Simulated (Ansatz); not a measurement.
Input for Ansatz (development build ahead of 0.2.0):

```yaml
crystal:
  periodic: [false, false, false]
  atoms:
    - { symbol: C, position_ang: [0.02612, 0.00858, -0.68162] }
    - { symbol: C, position_ang: [0.03864, -0.00998, 0.75351] }
    - { symbol: H, position_ang: [-0.02062, -0.95393, -1.26237] }
    - { symbol: H, position_ang: [-0.01594, 0.92323, -1.25612] }
    - { symbol: H, position_ang: [-0.91537, -0.04335, 1.28455] }
    - { symbol: H, position_ang: [0.96494, -0.03795, 1.2993] }
basis:
  gaussian: { orbitals: "6-31G" }
magnetization:
  spin_polarized: true
  initial_magnetization: 2
hamiltonian:
  xc: hf
correlation:
  method: mp2
  frozen_orbitals: { C: 1, H: 0 }
```

The input is written out in the form of the current development build from the run's settings.

Results

```yaml
Converged: yes
Reference_energy: -77.93520 hartree
Correlation_energy: -0.14242 hartree
Total_energy: -78.07762 hartree
Spin_squared_of_the_determinant: 2.011
```

Caution: another spin multiplicity may lie lower.
